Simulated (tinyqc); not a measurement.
Worked calculation: RHF in the sto-6g basis, for HF, spin multiplicity 1. Computed by tinyqc, a small Python program that keeps every step (integrals from PySCF). Settings: charge = 0, multiplicity = 1, basis = sto-6g, energy threshold = 1e-08, iteration cap = 66, orthogonalisation = canonical, start = Wolfsberg-Helmholz matrix, DIIS depth = 0, method = RHF. Command: `OMP_NUM_THREADS=1 python tinyqc.py 24757 24758 out.jsonl` (the two numbers bound the seeds that draw the settings). One thread of a shared host (Intel(R) Xeon(R) Processor @ 2.60GHz), about 0.07 s of CPU time with the checks. Later iterations appear only in the table of the cycle.

## One-electron integrals

Geometry (angstrom):
```
atom         x         y         z
F     0.000000  0.000000  0.000000
H     0.000000  0.000000  1.136000
```

Basis sto-6g: exponents (1/bohr^2) and contraction coefficients of normalised primitives:
```
element  l (shell)     exponent  coefficient
F            s (1)  1728.626574     0.009164
F            s (1)   316.941790     0.049361
F            s (1)    88.668891     0.168538
F            s (1)    30.460157     0.370563
F            s (1)    11.828570     0.416492
F            s (1)     4.871659     0.130334
F            s (2)    67.032281    -0.013253
F            s (2)    13.267438    -0.046992
F            s (2)     4.123510    -0.033785
F            s (2)     1.586463     0.250242
F            s (2)     0.689002     0.595117
F            s (2)     0.315820     0.240706
F            p (3)    67.032281     0.003760
F            p (3)    13.267438     0.037679
F            p (3)     4.123510     0.173897
F            p (3)     1.586463     0.418036
F            p (3)     0.689002     0.425860
F            p (3)     0.315820     0.101708
H            s (1)    35.523221     0.009164
H            s (1)     6.513144     0.049361
H            s (1)     1.822143     0.168538
H            s (1)     0.625955     0.370563
H            s (1)     0.243077     0.416492
H            s (1)     0.100112     0.130334
```

Overlap, kinetic and nuclear-attraction integrals over the contracted functions; the nuclear repulsion is the sum of Za Zb / Rab.

nuclear repulsion = 4.19242509 hartree

overlap S, lower triangle:
```
           1F 1s     1F 2s    1F 2px    1F 2py    1F 2pz     2H 1s
1F 1s   1.000000
1F 2s   0.232479  1.000000
1F 2px  0.000000  0.000000  1.000000
1F 2py  0.000000  0.000000  0.000000  1.000000
1F 2pz  0.000000  0.000000  0.000000  0.000000  1.000000
2H 1s   0.030530  0.319711  0.000000  0.000000  0.268662  1.000000
```

kinetic energy T (hartree), lower triangle:
```
            1F 1s     1F 2s    1F 2px    1F 2py    1F 2pz     2H 1s
1F 1s   37.397730
1F 2s   -1.143349  1.082297
1F 2px   0.000000  0.000000  3.251325
1F 2py   0.000000  0.000000  0.000000  3.251325
1F 2pz   0.000000  0.000000  0.000000  0.000000  3.251325
2H 1s   -0.005336  0.040093  0.000000  0.000000  0.129048  0.768522
```

nuclear attraction V (hartree), lower triangle:
```
             1F 1s       1F 2s      1F 2px      1F 2py      1F 2pz      2H 1s
1F 1s   -78.288277
1F 2s    -7.974005  -11.940491
1F 2px    0.000000    0.000000  -11.917478
1F 2py    0.000000    0.000000    0.000000  -11.917478
1F 2pz   -0.010377   -0.121470    0.000000    0.000000  -11.984998
2H 1s    -1.199614   -2.777916    0.000000    0.000000   -2.039566  -5.357164
```

core Hamiltonian H = T + V (hartree), lower triangle:
```
             1F 1s       1F 2s     1F 2px     1F 2py     1F 2pz      2H 1s
1F 1s   -40.890547
1F 2s    -9.117354  -10.858194
1F 2px    0.000000    0.000000  -8.666153
1F 2py    0.000000    0.000000   0.000000  -8.666153
1F 2pz   -0.010377   -0.121470   0.000000   0.000000  -8.733672
2H 1s    -1.204950   -2.737823   0.000000   0.000000  -1.910517  -4.588642
```

## Two-electron integrals

Functions are numbered as in S; the eight-fold symmetry (ij|kl) = (ji|kl) = (kl|ij) leaves the list below.

Two-electron integrals (ij|kl) in chemists' order, unique and non-zero (hartree):
```
(11|11) 5.406240   (21|11) 0.768129   (21|21) 0.138909   (22|11) 1.266271
(22|21) 0.283987   (22|22) 0.926367   (31|31) 0.029452   (32|31) 0.044681
(32|32) 0.204753   (33|11) 1.266273   (33|21) 0.283987   (33|22) 0.926366
(33|33) 0.998085   (41|41) 0.029452   (42|41) 0.044681   (42|42) 0.204753
(43|43) 0.053789   (44|11) 1.266273   (44|21) 0.283987   (44|22) 0.926366
(44|33) 0.890506   (44|44) 0.998085   (51|51) 0.029452   (52|51) 0.044681
(52|52) 0.204753   (53|53) 0.053789   (54|54) 0.053789   (55|11) 1.266273
(55|21) 0.283987   (55|22) 0.926366   (55|33) 0.890506   (55|44) 0.890506
(55|55) 0.998085   (61|11) 0.107375   (61|21) 0.018622   (61|22) 0.037269
(61|33) 0.037207   (61|44) 0.037207   (61|51) 0.000811   (61|52) 0.001589
(61|55) 0.037395   (61|61) 0.002538   (62|11) 0.281652   (62|21) 0.064162
(62|22) 0.234725   (62|33) 0.231365   (62|44) 0.231365   (62|51) 0.004665
(62|52) 0.035703   (62|55) 0.241446   (62|61) 0.008612   (62|62) 0.074853
(63|31) 0.006994   (63|32) 0.040500   (63|53) 0.007397   (63|63) 0.010761
(64|41) 0.006994   (64|42) 0.040500   (64|54) 0.007397   (64|64) 0.010761
(65|11) 0.196386   (65|21) 0.045354   (65|22) 0.177328   (65|33) 0.169953
(65|44) 0.169953   (65|51) 0.009826   (65|52) 0.065615   (65|55) 0.192077
(65|61) 0.006340   (65|62) 0.069408   (65|65) 0.074538   (66|11) 0.457258
(66|21) 0.106119   (66|22) 0.447174   (66|33) 0.432833   (66|44) 0.432833
(66|51) 0.009232   (66|52) 0.099604   (66|55) 0.475856   (66|61) 0.014330
(66|62) 0.188559   (66|65) 0.202535   (66|66) 0.774999
```

## Orthogonalisation

S = U s U^T; canonical form X = U s^(-1/2), so that X^T S X = 1. Each column of U has its largest component positive (the first on a tie).

eigenvalues of S: 0.553144  0.851439  1.000000  1.000000  1.124888  1.470529

X:
```
                1          2          3         4          5         6
1F 1s    0.361332   0.725474   0.000000  0.000000  -0.571183  0.276794
1F 2s   -0.808405  -0.419949   0.000000  0.000000  -0.343749  0.491634
1F 2px   0.000000   0.000000   0.983287  0.182060   0.000000  0.000000
1F 2py   0.000000   0.000000  -0.182060  0.983287   0.000000  0.000000
1F 2pz  -0.521356   0.601107   0.000000  0.000000   0.604624  0.298212
2H 1s    0.867154  -0.332392   0.000000  0.000000   0.281060  0.522282
```

Within a degenerate level the vectors are fixed only up to a rotation; this is one choice.

## Starting guess

The start is the generalised Wolfsberg-Helmholz matrix (K = 1.75) built on H; D = 2 C_occ C_occ^T.

D at the start, lower triangle:
```
            1F 1s      1F 2s    1F 2px    1F 2py    1F 2pz     2H 1s
1F 1s    2.092953
1F 2s   -0.397813   1.733735
1F 2px   0.000000   0.000000  2.000000
1F 2py   0.000000   0.000000  0.000000  2.000000
1F 2pz   0.063412  -0.246346  0.000000  0.000000  1.844809
2H 1s   -0.133864   0.412808  0.000000  0.000000  0.217002  0.141084
```

## Iteration 1: building the Fock matrix

J_ij = sum D_kl (ij|kl), K_ij = sum D_kl (ik|jl); F = H + J - 0.5 K; E = tr D H + tr D J / 2 - 0.25 tr D K + E_nn.

Coulomb J (hartree), lower triangle:
```
            1F 1s      1F 2s    1F 2px    1F 2py    1F 2pz     2H 1s
1F 1s   20.653897
1F 2s    3.731990   9.768672
1F 2px   0.000000   0.000000  9.766254
1F 2py   0.000000   0.000000  0.000000  9.766254
1F 2pz  -0.009078  -0.023632  0.000000  0.000000  9.773503
2H 1s    0.502865   2.415490  0.000000  0.000000  1.801990  4.558243
```

exchange K (hartree), lower triangle:
```
            1F 1s      1F 2s    1F 2px    1F 2py    1F 2pz     2H 1s
1F 1s   11.104177
1F 2s    1.806418   3.070269
1F 2px   0.000000   0.000000  2.620352
1F 2py   0.000000   0.000000  0.000000  2.620352
1F 2pz   0.005321  -0.100134  0.000000  0.000000  2.582933
2H 1s    0.254015   0.902537  0.000000  0.000000  0.588091  0.624478
```

Fock matrix F (hartree), lower triangle:
```
             1F 1s      1F 2s     1F 2px     1F 2py     1F 2pz      2H 1s
1F 1s   -25.788738
1F 2s    -6.288573  -2.624657
1F 2px    0.000000   0.000000  -0.210075
1F 2py    0.000000   0.000000   0.000000  -0.210075
1F 2pz   -0.022115  -0.095034   0.000000   0.000000  -0.251636
2H 1s    -0.829092  -0.773601   0.000000   0.000000  -0.402573  -0.342638
```

total energy of this density = -99.16138741 hartree

## Iteration 1: diagonalisation and new density

Diagonalise F' = X^T F X, C = X C', fill 5 alpha and 5 beta electrons from the bottom; D = 2 C_occ C_occ^T. Each column has its largest component positive (the first on a tie).

F' = X^T F X (hartree), lower triangle:
```
           1          2          3          4           5          6
1  -0.877214
2  -3.430093  -9.959350
3   0.000000   0.000000  -0.210075
4   0.000000   0.000000   0.000000  -0.210075
5   3.065001  10.038786   0.000000   0.000000  -10.978572
6  -1.667190  -6.187131   0.000000   0.000000    6.824860  -5.231452
```

orbital energies (hartree): MO1 -25.792609, MO2 -1.210052, MO3 -0.398176, MO4 -0.210075, MO5 -0.210075, MO6 0.354250

coefficients C:
```
              MO1        MO2        MO3       MO4        MO5        MO6
1F 1s    0.996874  -0.233348   0.080544  0.000000   0.000000   0.070992
1F 2s    0.013468   0.926759  -0.396859  0.000000   0.000000  -0.416151
1F 2px   0.000000   0.000000   0.000000  0.189718   0.981839   0.000000
1F 2py   0.000000   0.000000   0.000000  0.981839  -0.189718   0.000000
1F 2pz   0.001613   0.103433   0.736544  0.000000   0.000000  -0.731056
2H 1s   -0.002736   0.209331   0.486698  0.000000   0.000000   0.966184
```

D after iteration 1, lower triangle:
```
            1F 1s      1F 2s    1F 2px    1F 2py    1F 2pz     2H 1s
1F 1s    2.109395
1F 2s   -0.469593   2.033122
1F 2px   0.000000   0.000000  2.000000
1F 2py   0.000000   0.000000  0.000000  2.000000
1F 2pz   0.073591  -0.392850  0.000000  0.000000  1.106396
2H 1s   -0.024749   0.001624  0.000000  0.000000  0.760244  0.561404
```

Within a degenerate level the vectors are fixed only up to a rotation; this is one choice.

## Iteration 2: building the Fock matrix

As before.

Coulomb J (hartree), lower triangle:
```
            1F 1s     1F 2s    1F 2px    1F 2py    1F 2pz     2H 1s
1F 1s   20.273961
1F 2s    3.645179  9.537746
1F 2px   0.000000  0.000000  9.550517
1F 2py   0.000000  0.000000  0.000000  9.550517
1F 2pz  -0.010674  0.001424  0.000000  0.000000  9.512200
2H 1s    0.491437  2.387519  0.000000  0.000000  1.801358  4.697891
```

exchange K (hartree), lower triangle:
```
            1F 1s      1F 2s    1F 2px    1F 2py    1F 2pz     2H 1s
1F 1s   11.112697
1F 2s    1.768288   3.049159
1F 2px   0.000000   0.000000  2.616784
1F 2py   0.000000   0.000000  0.000000  2.616784
1F 2pz   0.000891  -0.148658  0.000000  0.000000  2.089507
2H 1s    0.258338   0.855592  0.000000  0.000000  0.728338  0.964307
```

Fock matrix F (hartree), lower triangle:
```
             1F 1s      1F 2s     1F 2px     1F 2py     1F 2pz      2H 1s
1F 1s   -26.172935
1F 2s    -6.356318  -2.845028
1F 2px    0.000000   0.000000  -0.424028
1F 2py    0.000000   0.000000   0.000000  -0.424028
1F 2pz   -0.021496  -0.045717   0.000000   0.000000  -0.266225
2H 1s    -0.842682  -0.778100   0.000000   0.000000  -0.473329  -0.372905
```

total energy of this density = -99.45889175 hartree

## Iteration 2: diagonalisation and new density

As before.

F' = X^T F X (hartree), lower triangle:
```
           1           2          3          4           5          6
1  -0.955433
2  -3.611210  -10.158544
3   0.000000    0.000000  -0.424028
4   0.000000    0.000000   0.000000  -0.424028
5   3.023449   10.138624   0.000000   0.000000  -11.204026
6  -1.655775   -6.241173   0.000000   0.000000    6.925752  -5.355860
```

orbital energies (hartree): MO1 -26.176215, MO2 -1.397003, MO3 -0.519715, MO4 -0.424028, MO5 -0.424028, MO6 0.419071

coefficients C:
```
              MO1        MO2        MO3       MO4        MO5        MO6
1F 1s    0.997138  -0.241399   0.059612  0.000000   0.000000   0.060220
1F 2s    0.012332   0.974047  -0.322934  0.000000   0.000000  -0.369510
1F 2px   0.000000   0.000000   0.000000  0.998051  -0.062410   0.000000
1F 2py   0.000000   0.000000   0.000000  0.062410   0.998051   0.000000
1F 2pz   0.001434   0.046154   0.694300  0.000000   0.000000  -0.776825
2H 1s   -0.002310   0.131098   0.567812  0.000000   0.000000   0.935207
```

D after iteration 2, lower triangle:
```
            1F 1s      1F 2s    1F 2px    1F 2py    1F 2pz     2H 1s
1F 1s    2.112221
1F 2s   -0.484176   2.106411
1F 2px   0.000000   0.000000  2.000000
1F 2py   0.000000   0.000000  0.000000  2.000000
1F 2pz   0.063354  -0.358479  0.000000  0.000000  0.968368
2H 1s   -0.000203  -0.111398  0.000000  0.000000  0.800558  0.679205
```

Within a degenerate level the vectors are fixed only up to a rotation; this is one choice.

## Iteration 8 (converged): orbitals

converged F (hartree), lower triangle:
```
             1F 1s      1F 2s     1F 2px     1F 2py     1F 2pz      2H 1s
1F 1s   -26.253310
1F 2s    -6.371003  -2.893844
1F 2px    0.000000   0.000000  -0.471291
1F 2py    0.000000   0.000000   0.000000  -0.471291
1F 2pz   -0.017095  -0.041152   0.000000   0.000000  -0.262645
2H 1s    -0.844760  -0.772265   0.000000   0.000000  -0.475246  -0.364603
```

As before.

F' = X^T F X (hartree), lower triangle:
```
           1           2          3          4           5          6
1  -0.987594
2  -3.646400  -10.193365
3   0.000000    0.000000  -0.471291
4   0.000000    0.000000   0.000000  -0.471291
5   3.020298   10.163087   0.000000   0.000000  -11.245868
6  -1.643804   -6.252344   0.000000   0.000000    6.954420  -5.371367
```

orbital energies (hartree): MO1 -26.256479, MO2 -1.439723, MO3 -0.525176, MO4 -0.471291, MO5 -0.471291, MO6 0.423184

coefficients C:
```
              MO1        MO2        MO3        MO4       MO5        MO6
1F 1s    0.997187  -0.243151   0.054606   0.000000  0.000000   0.057022
1F 2s    0.012119   0.985098  -0.303198   0.000000  0.000000  -0.356720
1F 2px   0.000000   0.000000   0.000000  -0.555142  0.831756   0.000000
1F 2py   0.000000   0.000000   0.000000   0.831756  0.555142   0.000000
1F 2pz   0.001237   0.039020   0.690086   0.000000  0.000000  -0.780960
2H 1s   -0.002220   0.107946   0.576722   0.000000  0.000000   0.932710
```

D after iteration 8, lower triangle:
```
            1F 1s      1F 2s    1F 2px    1F 2py    1F 2pz     2H 1s
1F 1s    2.112971
1F 2s   -0.487998   2.124987
1F 2px   0.000000   0.000000  2.000000
1F 2py   0.000000   0.000000  0.000000  2.000000
1F 2pz   0.058857  -0.341558  0.000000  0.000000  0.955484
2H 1s    0.006064  -0.137101  0.000000  0.000000  0.804393  0.688531
```

Within a degenerate level the vectors are fixed only up to a rotation; this is one choice.

## Convergence

Stop when the energy changes by less than 1e-08 hartree and every element of the error matrix X^T (F D S - S D F) X is below 3e-05.

Course of the cycle:
```
iteration   E (hartree)     change  largest element of the error matrix
1          -99.16138741          -                             6.44e-01
2          -99.45889175  -2.98e-01                             1.29e-01
3          -99.47124549  -1.24e-02                             2.92e-02
4          -99.47164285  -3.97e-04                             6.36e-03
5          -99.47166182  -1.90e-05                             1.39e-03
6          -99.47166274  -9.12e-07                             3.04e-04
7          -99.47166278  -4.38e-08                             6.65e-05
8          -99.47166278  -2.10e-09                             1.46e-05
```

PySCF RHF in the same basis = -99.47166278 hartree

Converged in 8 iterations.

## Populations, bond orders and dipole

Mulliken: Z minus the diagonal of D S on the atom; Loewdin: the same with S^(1/2) D S^(1/2); Mayer order: 2 sum_s sum (D(s) S)_ij (D(s) S)_ji over the two atoms.

Charges (e):
```
atom   Mulliken    Loewdin
1F    -0.139007  -0.111723
2H     0.139007   0.111723
```

Mayer bond orders:
```
pair     order
2-1   0.980677
```

dipole moment about the origin, x y z (debye): 0.000000  0.000000  1.150492
